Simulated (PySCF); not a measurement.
## Solvent effects on NMR parameters

Numbering as in the mapped SMILES `[F:1][S:2][S:3][F:4]`.

GIAO PBE0/pcSseg-1 in PySCF 2.14 on one PBE0-D3(BJ)/def2-SVP conformer, non-relativistic, equivalent nuclei averaged. Solvents enter as an IEF-PCM continuum (chloroform with ε = 4.7, acetonitrile with ε = 35.7) around the gas-phase geometry. Shifts are referred to CFCl3, CS2 computed in the same medium.

Gas phase, δ in ppm: F1/F4 -168.5, S2/S3 633.0. Dipole moment 1.71 D.

Q: How does each δ change in the continuum?

A: 
| atoms | environment | Δδ, chloroform | Δδ, acetonitrile |
| --- | --- | --- | --- |
| F1/F4 | fluorine bonded to S | -3.1 | -4.2 |
| S2/S3 | sulfur bonded to F, S | +13.9 | +18.6 |

Changes are relative to the gas phase. The dipole moment becomes 1.97 D in chloroform, 2.08 D in acetonitrile.

Q: Which nuclei move most (in ppm), and what does the model miss?

A: S2/S3 (sulfur bonded to F, S, +18.6 ppm) in acetonitrile. A continuum only polarises the solute; specific hydrogen bonds, the anisotropy of aromatic solvents and changes of geometry or conformer are outside it.
